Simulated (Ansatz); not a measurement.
**BH2F + H2O: a complex and its separated parts**

The complex below is one end of an elementary step. How strongly is it bound against its free parts?

Computed with Ansatz 0.2.0, Gaussian basis. Level: PBE0-D4/def2-TZVP structures, single points in def2-TZVPP, no counterpoise correction.

Levels: SPW92, PBE-D4, BLYP-D4, r2SCAN-D4, B97M-V, PBE0-D4, B3LYP-D4, r2SCAN0-D4, BHLYP-D4, CAM-B3LYP-D4, wB97X-V, wB97M-V, B2PLYP, PBE-QIDH, RPA on PBE, Hartree-Fock, MP2, CCSD, CCSD(T).

Correlated methods freeze the cores. B3LYP uses VWN-RPA correlation. B2PLYP carries no dispersion term here.

78 further runs of the same task are left out: 78 set aside as unsound or not needed.

## Step 1: Starting geometry

The complex: 7 atoms, charge 0, spin multiplicity 1.

Atoms are counted from 1 here; the program's logs count them from 0.

Bond lengths: B1–F2 1.377 Å, B1–H3 1.207 Å, B1–H4 1.207 Å, H5–O6 0.966 Å, O6–H7 0.966 Å. Angles: F2–B1–H3 115.1°, F2–B1–H4 115.1°, H3–B1–H4 118.9°, H5–O6–H7 106.9°.

Coordinates:

```mol
BFH4O
  3D, bonds by distance, orders not assigned

  7  5  0  0  0  0  0  0  0  0999 V2000
    0.0209   -0.2777   -0.6807 B   0  0
   -0.9024   -1.2224   -0.2911 F   0  0
    1.1400   -0.6957   -0.8520 H   0  0
   -0.4023    0.5778   -1.4192 H   0  0
    0.5279    0.0196    1.4523 H   0  0
    0.2394    0.6290    0.7611 O   0  0
   -0.6234    0.9692    1.0296 H   0  0
  1  2  8  0
  1  3  8  0
  1  4  8  0
  5  6  8  0
  6  7  8  0
M  END
```

Its parts: BH2F holds atoms 1, 2, 3, 4; H2O holds atoms 5, 6, 7. Each part counts its atoms afresh in its own runs.

## Step 2: Relaxing BH2F alone

The input, relax-a/in.yaml:

```yaml
crystal:
  periodic: [false, false, false]
  atoms:
    - {symbol: B, position_ang: [0.020921, -0.277663, -0.680667]}
    - {symbol: F, position_ang: [-0.902444, -1.222351, -0.291107]}
    - {symbol: H, position_ang: [1.139957, -0.695703, -0.851978]}
    - {symbol: H, position_ang: [-0.402265, 0.577791, -1.419205]}
basis:
  gaussian: {orbitals: def2-TZVP}
hamiltonian: {xc: pbe0, dispersion: d4}
relax: {f_tol: 0.005, max_steps: 200}
```

Launch:

```bash
$ ansatz run in.yaml --threads 2 --pin off --events-out ev --progress --plain --max-ram 4352MiB
```

Further steps of the session: Relaxing H2O alone; SPW92/def2-TZVPP; PBE-D4/def2-TZVPP; BLYP-D4/def2-TZVPP; r2SCAN-D4/def2-TZVPP; B97M-V/def2-TZVPP; PBE0-D4/def2-TZVPP; B3LYP-D4/def2-TZVPP; r2SCAN0-D4/def2-TZVPP; BHLYP-D4/def2-TZVPP; CAM-B3LYP-D4/def2-TZVPP; wB97X-V/def2-TZVPP; wB97M-V/def2-TZVPP; B2PLYP/def2-TZVPP; PBE-QIDH/def2-TZVPP; RPA on PBE/def2-TZVPP; CCSD(T)/def2-TZVPP; Vibrations of BH2F; Vibrations of H2O.

Before running it: what results should come out? Wanted: complex less parts, CCSD(T)/def2-TZVPP; with zero-point energy; largest T1 diagnostic.

As calculated:

```
                              quantity      value
complex less parts, CCSD(T)/def2-TZVPP  -0.428 eV
                with zero-point energy  -0.257 eV
                 largest T1 diagnostic      0.013
```

What this shows: At CCSD(T) the complex lies 0.428 eV below its parts. Among the functionals BHLYP-D4 lands nearest to CCSD(T) (+0.022 eV) and SPW92 farthest (-0.464 eV). Mean unsigned error by rung: LDA 0.464, GGA 0.078, meta-GGA 0.069, hybrid 0.060, range-separated hybrid 0.039, double hybrid 0.057 eV. PBE-D4 gives a relative energy 0.088 eV too low, outside chemical accuracy (1 kcal/mol, 0.043 eV). No counterpoise was applied, and triple zeta lacks some correlation, so the CCSD(T) reference has a basis error of its own, and close matches with it are partly luck.
